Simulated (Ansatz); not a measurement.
Computed with Ansatz on PBE0-D4/def2-TZVP structures; ΔE is electronic, products minus reactants. CBS: MP2 limit from def2 TZ/QZ plus the TZ coupled-cluster correction, frozen cores. This one scheme is used for every species. DFT in def2-TZVPP.

`C/C=C\F` + H₂ → `C=CC` + H–F  (hydrogenolysis of a C–F bond)

| level | ΔE (kJ/mol) |
| --- | --- |
| PBE-D4 | -77.5 |
| PBE0-D4 | -86.4 |
| ωB97X-V | -81.7 |
| HF/def2-TZVPP | -96.9 |
| SCS-MP2/def2-TZVPP | -95.8 |
| HF/def2-QZVPP | -97.0 |
| HF/CBS(def2) | -97.1 |
| CCSD/CBS(def2) | -100.6 |

Q: What does CCSD(T)/CBS give? (Best estimate.)

A: The calculation gave: -97.7 kJ/mol. The listed levels differ from it by 20.2, 11.3, 16.0, 0.8, 1.9, 0.7, 0.6, -2.9 kJ/mol.

Largest T1 diagnostic among the species: 0.011.

From PBE to PBE0 (25 % exact exchange), in def2-TZVPP and without D4, ΔE moves by −8.8 kJ/mol.
